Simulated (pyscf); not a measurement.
H₃C–Al(F)–F + methyl (CH₃•) → ethane (H₃C–CH₃) + [F–Al–F]•, a substitution at C (doublet surface; Al–C broken, C–C formed). Optimised with ωB97X-D3(BJ)/def2-SVP in PySCF. Energies in kcal/mol from the separated reactants.

Small-basis levels: PySCF, no dispersion term, spherical d functions. Open shells are spin-unrestricted. 

Task: Quick B3LYP/LANL2DZ single points give ΔE‡ = 30.8 kcal/mol and ΔE = -7.6 kcal/mol. What does ωB97M-D3(BJ)/def2-TZVP give, and how far is the quick result from it?

Result: ωB97M-D3(BJ)/def2-TZVP gives ΔE‡ = 33.8 kcal/mol and ΔE = -7.9 kcal/mol. B3LYP/LANL2DZ lies 3.0 kcal/mol under it in the barrier and 0.3 kcal/mol over it in the reaction energy, so on this step it holds to within 3.0 kcal/mol. ωB97M-D3(BJ)/def2-TZVP has limits of its own. One saddle was located; it need not be the lowest between these sides. The angle at the attacked C is 166°.
